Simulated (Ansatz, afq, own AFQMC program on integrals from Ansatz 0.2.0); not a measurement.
## BH₃ + HO, doublet: a scan with AFQMC

```json
{"atom": "B", "x (Å)": "-1.4006", "y (Å)": "0.0307", "z (Å)": "0.0000"}
{"atom": "H", "x (Å)": "-1.9973", "y (Å)": "1.0643", "z (Å)": "0.0000"}
{"atom": "H", "x (Å)": "-1.9973", "y (Å)": "-1.0029", "z (Å)": "0.0000"}
{"atom": "H", "x (Å)": "-0.2071", "y (Å)": "0.0307", "z (Å)": "0.0000"}
{"atom": "O", "x (Å)": "1.1244", "y (Å)": "0.0307", "z (Å)": "0.0000"}
{"atom": "H", "x (Å)": "1.3763", "y (Å)": "-0.9092", "z (Å)": "0.0000"}
```

A hydrogen atom is moved from one rigid fragment to the other; the B1–H4 distance tells how far. The two fragments are held close together, so this isn't a minimum-energy path and the start is a compressed complex. Energies in mEh count from this geometry (1.194 Å) at the same level; the start stands on UHF, each point on the determinant named.

Basis cc-pVTZ. Noble-gas cores (and the filled d shells of Ga–Kr and In–Xe) are frozen. Integrals, coupled cluster, full CI and functionals: Ansatz 0.2.0; the random walks run on the same integrals in our own AFQMC program. ph-AFQMC/CISD is guided by a CISD state made of CCSD amplitudes; releasing the constraint for a short imaginary time cuts its bias at the price of noise, slowly where states lie close. Error bars are statistical, one sigma.

Cautions, each for one point or more: the ph-AFQMC/CISD walk drifts between its halves.

```csv
r(B1–H4) / Å,det.,T1,weight,⟨S²⟩,PBE,r2SCAN,CCSD(T)
1.291,UHF,0.023,0.88,0.78,-6.0,-5.0,-4.3
1.340,UHF,0.020,0.88,0.78,-8.3,-7.2,-6.7
1.389,UHF,0.017,0.88,0.78,-10.4,-9.4,-9.6
1.437,UHF,0.015,0.88,0.77,-12.1,-11.6,-12.6
1.535,UHF,0.014,0.89,0.76,-12.4,-13.5,-16.7
```

(1) Estimate the curve of phaseless AFQMC with a CISD trial, counted from the same start.

Answers

(1) 
```json
{"r(B1–H4) / Å": "1.291", "det.": "UHF", "T1": "0.023", "weight": "0.88", "⟨S²⟩": "0.78", "ph-AFQMC/CISD": "-5.1 ± 0.4", "released AFQMC": "-4.8 ± 0.6"}
{"r(B1–H4) / Å": "1.340", "det.": "UHF", "T1": "0.020", "weight": "0.88", "⟨S²⟩": "0.78", "ph-AFQMC/CISD": "-6.9 ± 0.4", "released AFQMC": "-6.9 ± 0.6"}
{"r(B1–H4) / Å": "1.389", "det.": "UHF", "T1": "0.017", "weight": "0.88", "⟨S²⟩": "0.78", "ph-AFQMC/CISD": "-10.0 ± 0.4", "released AFQMC": "-9.7 ± 0.5*"}
{"r(B1–H4) / Å": "1.437", "det.": "UHF", "T1": "0.015", "weight": "0.88", "⟨S²⟩": "0.77", "ph-AFQMC/CISD": "-13.0 ± 0.4", "released AFQMC": "–"}
{"r(B1–H4) / Å": "1.535", "det.": "UHF", "T1": "0.014", "weight": "0.89", "⟨S²⟩": "0.76", "ph-AFQMC/CISD": "-17.2 ± 0.5", "released AFQMC": "–"}
```

Weight is that of the determinant in the CISD state; at the start T1 is 0.025 and the weight 0.87, and ⟨S²⟩ is 0.77. An asterisk marks released energies that aren't shown to be converged. A dash marks a missing value, a released energy that hasn't settled or a functional that sits on another state. Largest departures from phaseless AFQMC with a CISD trial: CCSD(T) 0.8 mEh at 1.291 (on UHF) (within the noise), released AFQMC 0.3 mEh at 1.291 (on UHF) (within the noise), PBE 4.8 mEh at 1.535, r2SCAN 3.7 mEh at 1.535. The walk's constraint bias lies outside its error bars, so these are departures and not errors. Functionals count only at points shown to share the start's state and spin.

A walk keeps the symmetry of its determinant, which the program's search chose and which needn't be the lowest solution, so a lower state of the same spin and another symmetry isn't excluded.
